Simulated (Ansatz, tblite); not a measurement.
# BiH2Br: which spin state is lowest

Aim: set other spin states of BiH2Br against its singlet, on many levels of theory.

Method: as each input shows; program: Ansatz 0.2.0, Gaussian basis.

Levels to be run: triplet, at the geometry of the singlet (GFN1-xTB, GFN2-xTB, PBE0-D4/def2-TZVP, PBE-D4/def2-TZVP, r2SCAN-D4/def2-TZVP); the singlet's energies come from earlier runs.

## 1. The relaxed structure

The singlet was relaxed beforehand with r2SCAN-D4/def2-TZVP.

4 atoms, charge 0, spin multiplicity 1.

Bond lengths: Bi1–H2 1.796 Å, Bi1–H3 1.796 Å, Bi1–Br4 2.613 Å. Angles: H2–Bi1–H3 89.2°, H2–Bi1–Br4 93.9°, H3–Bi1–Br4 93.9°.

Bi takes a core potential in the def2 sets. No spin-orbit coupling is included.

## 2. Triplet at the fixed geometry, GFN1-xTB

Tight binding, by tblite at 300 K electronic temperature and without a spin-polarisation term:

```python
tblite.interface.Calculator('GFN1-xTB', numbers, positions, charge=0, uhf=2).singlepoint()
```

Energy -190.7552 eV; 0.002 s.

## 3. Triplet at the fixed geometry, GFN2-xTB

Tight binding, by tblite at 300 K electronic temperature and without a spin-polarisation term:

```python
tblite.interface.Calculator('GFN2-xTB', numbers, positions, charge=0, uhf=2).singlepoint()
```

Energy -198.7914 eV; 0.001 s.

## 4. Triplet at the fixed geometry, PBE0-D4/def2-TZVP

Contents of in.yaml:

```yaml
crystal:
  periodic: [false, false, false]
  atoms:
    - {symbol: Bi, position_ang: [0.076913, 0.145017, 0.854304]}
    - {symbol: H, position_ang: [1.567824, 0.159084, -0.147366]}
    - {symbol: H, position_ang: [-0.595137, 1.456376, -0.172856]}
    - {symbol: Br, position_ang: [-1.049600, -1.760467, -0.534071]}
basis:
  gaussian: {orbitals: def2-TZVP}
magnetization: {spin_polarized: true, initial_magnetization: 2}
hamiltonian: {xc: pbe0, dispersion: d4}
scf: {omitted_lower_state_checks: [starts]}
output: {orbitals: {seedname: orbitals}}
```

Run with:

```bash
ansatz run in.yaml --threads 2 --pin off --events-out ev --progress --plain --max-ram 4352MiB
```

The log of the run:

```text
Functional definition: PBE0
  name "PBE0"
  cite "Adamo & Barone, J. Chem. Phys. 110, 6158 (1999) doi:10.1063/1.478522"
  cite "Perdew, Burke & Ernzerhof, Phys. Rev. Lett. 77, 3865 (1996) doi:10.1103/PhysRevLett.77.3865"
  parent pbe
  parameter a = 0.25
  parameter kappa = 0.804
  parameter beta = 0.06672455060314922
  exchange = (1 - a)*pbe_x(kappa = kappa, mu = beta*pi^2/3) + a*exact_x
  correlation = pbe_c(beta = beta)
these checks for a lower state are left out or cut short: starts
894 factors; integrals over basis functions are off by at most 1.0e-3 eV
mean field evaluation 1: about -75907.8834 eV, gradient 8.4e0 eV
mean field evaluation 2: about -75907.6951 eV, gradient 1.2e1 eV
mean field evaluation 4: about -75908.2808 eV, gradient 1.3e0 eV
mean field evaluation 8: about -75908.3108 eV, gradient 4.4e-2 eV
mean field evaluation 16: about -75908.3108 eV, gradient 1.3e-3 eV
mean field -75908.31083835 eV, -2789.5789708082 hartree, gradient 2.9e-5 eV, S^2 2.004427; 0 other end points of the search recorded, 0 dependent functions left out
reference -75908.31086671 eV, -2789.5789718504 hartree; 31, 29 occupied and 79, 81 virtual orbitals, 894 factors
Total energy: -75908.38343759 eV, -2789.5816387813 hartree
Checks for a lower state left out: starts
```

Run time: 2.1 s. Hardware: 2 threads of Intel Xeon 6975P-C, shared host.

From the report: HOMO -4.03 eV, LUMO -5.93 eV (over both spins; with the spin held, an empty level of the minority spin lies below the top filled one); ⟨S²⟩ 2.004 (pure: 2.00).

## 5. Triplet at the fixed geometry, PBE-D4/def2-TZVP

start.molden holds the orbitals of an earlier run on this state, given as this run's starting guess.

Changes to in.yaml since step 4:

```diff
@@ -8,5 +8,5 @@
 basis:
-  gaussian: {orbitals: def2-TZVP}
+  gaussian: {orbitals: def2-TZVP, initial_orbitals: start.molden}
 magnetization: {spin_polarized: true, initial_magnetization: 2}
-hamiltonian: {xc: pbe0, dispersion: d4}
+hamiltonian: {xc: pbe, dispersion: d4}
 scf: {omitted_lower_state_checks: [starts]}
```

Same command.

The log of the run:

```text
Functional definition: PBE
  name "PBE"
  cite "Perdew, Burke & Ernzerhof, Phys. Rev. Lett. 77, 3865 (1996) doi:10.1103/PhysRevLett.77.3865"
  parent pbe
  parameter kappa = 0.804
  parameter beta = 0.06672455060314922
  exchange = pbe_x(kappa = kappa, mu = beta*pi^2/3)
  correlation = pbe_c(beta = beta)
these checks for a lower state are left out or cut short: starts
824 factors; their error is unknown
mean field evaluation 1: about -75906.6819 eV, gradient 6.7e0 eV
mean field evaluation 2: about -75906.7605 eV, gradient 1.4e-1 eV
mean field evaluation 4: about -75906.7333 eV, gradient 7.7e-3 eV
mean field -75906.73325071 eV, -2789.5209955318 hartree, gradient 2.7e-5 eV, S^2 2.001846; 0 other end points of the search recorded, 0 dependent functions left out
reference -75906.73328819 eV, -2789.5209969092 hartree; 31, 29 occupied and 79, 81 virtual orbitals, 824 factors
Total energy: -75906.81909713 eV, -2789.5241503297 hartree
Checks for a lower state left out: starts
```

It took 1 s on 2 threads of Intel Xeon 6975P-C, shared host.

From the report: HOMO -3.13 eV, LUMO -6.60 eV (over both spins; with the spin held, an empty level of the minority spin lies below the top filled one); ⟨S²⟩ 2.002 (pure: 2.00).

## 6. Triplet at the fixed geometry, r2SCAN-D4/def2-TZVP

Changes to in.yaml since step 5:

```diff
@@ -10,3 +10,3 @@
 magnetization: {spin_polarized: true, initial_magnetization: 2}
-hamiltonian: {xc: pbe, dispersion: d4}
+hamiltonian: {xc: r2scan, dispersion: d4}
 scf: {omitted_lower_state_checks: [starts]}
```

Launched as before.

The log of the run:

```text
Functional definition: r2SCAN
  name "r2SCAN"
  cite "Furness, Kaplan, Ning, Perdew & Sun, J. Phys. Chem. Lett. 11, 8208 (2020) doi:10.1021/acs.jpclett.0c02405"
  cite "Furness, Kaplan, Ning, Perdew & Sun, J. Phys. Chem. Lett. 11, 9248 (2020) doi:10.1021/acs.jpclett.0c03077"
  parent r2scan
  parameter k0 = 0.174
  parameter k1 = 0.065
  parameter a1 = 4.9479
  exchange = r2scan_x(k0 = k0, k1 = k1, a1 = a1)
  correlation = r2scan_c
these checks for a lower state are left out or cut short: starts
824 factors; their error is unknown
mean field evaluation 1: about -75918.7742 eV, gradient 5.0e0 eV
mean field evaluation 2: about -75918.8095 eV, gradient 6.4e-2 eV
mean field evaluation 4: about -75918.7754 eV, gradient 1.2e-3 eV
mean field evaluation 8: about -75918.7754 eV, gradient 1.1e-5 eV
mean field -75918.77543078 eV, -2789.9635374868 hartree, gradient 1.1e-5 eV, S^2 2.005159; 0 other end points of the search recorded, 0 dependent functions left out
reference -75918.77544573 eV, -2789.9635380362 hartree; 31, 29 occupied and 79, 81 virtual orbitals, 824 factors
Total energy: -75918.79235196 eV, -2789.9641593288 hartree
Checks for a lower state left out: starts
```

It took 2.3 s on 2 threads of Intel Xeon 6975P-C, shared host.

From the report: HOMO -3.35 eV, LUMO -6.58 eV (over both spins; with the spin held, an empty level of the minority spin lies below the top filled one); ⟨S²⟩ 2.005 (pure: 2.00).

## 7. Triplet less singlet, vertical

The singlet's energies are those of its earlier runs, whose logs aren't repeated here.

```
              level  triplet less singlet, vertical (kJ/mol)     time
           GFN1-xTB                                   +519.9  0.005 s
           GFN2-xTB                                   +556.7  0.002 s
   PBE-D4/def2-TZVP                                   +347.2    1.6 s
r2SCAN-D4/def2-TZVP                                   +356.9    3.3 s
  PBE0-D4/def2-TZVP                                   +361.2    3.1 s
```

Times add the two runs; a level without a time comes out of a correlated run. Tight binding without a spin term can't rank spin states.

## 8. What came out

```
                                                quantity                                       value
triplet less singlet, vertical, functionals in def2-TZVP  +347.2 (PBE-D4) to +361.2 kJ/mol (PBE0-D4)
```

**Reading.** All functionals put the triplet above the singlet, over a spread of 14.1 kJ/mol. The checks for a lower triplet were left out, so another state of that spin may lie lower. These are electronic energies, without zero-point motion, entropy or surroundings. Spin-orbit coupling is left out too; for so heavy a metal it can shift spin gaps by tenths of an eV.
